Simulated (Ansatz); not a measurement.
Geometry optimisation, Ansatz, RKS r2SCANh-D4/def2-SVP.

Input file:

```yaml
crystal:
  periodic: [false, false, false]
  atoms:
    - { symbol: Al, position_ang: [-0.130481, -0.165694, -0.59116] }
    - { symbol: H, position_ang: [-0.271689, 0.306058, -2.049644] }
    - { symbol: O, position_ang: [-0.350746, -1.828413, -0.944694] }
    - { symbol: H, position_ang: [-0.443137, -1.631955, -1.891848] }
    - { symbol: C, position_ang: [0.230871, 0.696165, 1.104905] }
    - { symbol: H, position_ang: [1.315856, 0.713529, 1.299652] }
    - { symbol: H, position_ang: [-0.236499, 0.169927, 1.950679] }
    - { symbol: H, position_ang: [-0.114274, 1.740383, 1.122009] }
basis:
  gaussian: { orbitals: def2-SVP }
hamiltonian:
  xc: r2scanh
  dispersion: d4
relax:
  f_tol: 0.03
  max_steps: 50
```

Run as:

```bash
$ ansatz run input.yaml --threads 2 --pin off --max-ram 3072MiB --backend cpu --events-out ev --progress --plain --runs-dir out
```

**Question.** Where does it end, and by what steps?

**Answer.** The run converged. The force dipped under the threshold on the way, but the program's further checks kept it going. After 14 steps the energy has fallen by 0.513 eV; H4 moved furthest, 0.63 Å.

| step | energy less start (eV) | largest force component (eV/Å) | accepted |
| --- | --- | --- | --- |
| 0 | 0.0000 | 1.117 | yes |
| 1 | -0.2461 | 0.848 | yes |
| 2 | -0.4153 | 1.049 | yes |
| 3 | -0.4795 | 1.204 | yes |
| 4 | -0.4675 | 0.982 | no |
| 5 | -0.5036 | 0.386 | yes |
| 6 | -0.5098 | 0.097 | yes |
| 7 | -0.5108 | 0.011 | yes |
| 8 | -0.5112 | 0.071 | yes |
| 9 | -0.5116 | 0.047 | yes |
| 10 | -0.5119 | 0.041 | yes |
| 11 | -0.5123 | 0.039 | yes |
| 12 | -0.5124 | 0.063 | yes |
| 13 | -0.5125 | 0.038 | yes |
| 14 | -0.5127 | 0.009 | yes |

```xyz
8
Properties=species:S:1:pos:R:3
Al -0.052 -0.055 -0.729
H 0.119 0.789 -2.065
O -0.505 -1.695 -0.850
H -0.673 -2.176 -1.662
C 0.230 0.664 1.050
H 1.271 1.000 1.187
H 0.011 -0.076 1.834
H -0.401 1.549 1.235
```

Run time: 14 s on 2 threads of INTEL(R) XEON(R) PLATINUM 8581C CPU @ 2.10GHz (Emerald Rapids), with other jobs on the host, peak memory 0.17 GiB.
